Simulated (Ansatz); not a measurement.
Process, species as SMILES: OO (H2O2) + H+ → O[OH2+]
B3LYP-D3(BJ)/def2-TZVP geometries, fixed; electronic energies without zero-point terms; positive where energy is released.
Largest species:
```
O
H 1 0.9882
H 1 0.9882 2 110.68
O 1 1.4533 2 105.72 3 -114.02
H 4 0.9836 1 100.29 2 -121.30
```
Charge +1, spin multiplicity 1.

Core correlation in the proton affinity at CCSD(T) with Ansatz (a quantum-chemistry and plane-wave program), in kcal/mol: frozen core against all electrons. Core-valence sets carry the plain set on hydrogen. Costs are rough ratios of core time on shared machines of one kind.

| basis | functions, most | frozen core |
|---|---|---|
| cc-pVDZ | 43 | 173.62 |
| cc-pCVDZ | 51 | 173.50 |
| cc-pVTZ | 102 | 169.54 |
| cc-pCVTZ | 128 | 169.41 |
| cc-pwCVTZ | 128 | 169.39 |
| cc-pVQZ | 200 | 167.51 |
| cc-pCVQZ | 258 | 167.44 |
| cc-pwCVQZ | 258 | 167.43 |

**Question.** How large is the core term in each set?

**Answer.** The largest core-valence set, cc-pwCVQZ, gives a core term of 0.02 kcal/mol; the valence set cc-pVQZ, which lacks functions for the core, gives 0.26. By row: cc-pVDZ 0.07, cc-pCVDZ 0.07, cc-pVTZ 0.52, cc-pCVTZ 0.03, cc-pwCVTZ 0.01, cc-pVQZ 0.26, cc-pCVQZ 0.02, cc-pwCVQZ 0.02.
